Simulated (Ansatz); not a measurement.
Results of G0W0@PBE (hard PAW, contour deformation, complete-basis limit; Ansatz, a first-principles code) for corundum (α-Al2O3).

Run with largest k mesh 6×6×6 (not extrapolated in the mesh).

Cell (measured lattice):

```xyz
10
Lattice="2.3794 1.3738 4.3303 -2.3794 1.3738 4.3303 0.0000 -2.7476 4.3303" Properties=species:S:1:pos:R:3 pbc="T T T"
Al     0.0000     0.0000    11.0707
Al     0.0000     0.0000     4.5752
Al     0.0000     0.0000     1.9203
Al     0.0000     0.0000     8.4158
O      0.9220    -1.3738     5.4129
O     -1.6507    -0.1116     5.4129
O     -0.9220     1.3738     7.5781
O     -0.7287    -1.4854     7.5781
O      1.6507     0.1116     7.5781
O      0.7287     1.4854     5.4129
```

Task: Predict the band gap.

Result: 
- band gap: 9.18 eV (direct)

Note: cell and atoms aren't relaxed at this level; the gap holds a correction of +0.49 eV to the complete basis.

It cost about 3 core-hours (a rough figure) of CPU time.
